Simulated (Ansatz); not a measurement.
System: CH₅Si (charge -1, singlet). It need not be the lowest isomer of its formula. Whether it binds its extra electron was not tested at this geometry. 
Coordinates optimised at B3LYP-D3(BJ)/def2-TZVP (Ansatz, a quantum-chemistry and plane-wave program):
```
Si
C 1 1.7786
H 2 1.0925 1 117.37
H 2 1.0925 3 111.81 1 -139.87
H 1 1.5126 2 112.78 3 51.70
H 1 1.5126 5 105.16 2 -123.30
H 1 1.5467 5 98.47 6 -101.23
```
Charge -1, spin multiplicity 1.

Basis-set convergence of Hartree-Fock and MP2 correlation energies (hartree) with Ansatz. Valence correlation only, unless marked. No spin-orbit coupling. Non-relativistic.

```csv
basis,functions,E(HF),"E(corr, MP2)"
aug-cc-pV(D+d)Z,100,-329.65292,-0.28635
aug-cc-pV(T+d)Z,216,___,___
```

Q: What belongs in the gaps?

A: 
- aug-cc-pV(T+d)Z, E(HF): -329.67649
- aug-cc-pV(T+d)Z, E(corr, MP2): -0.33970
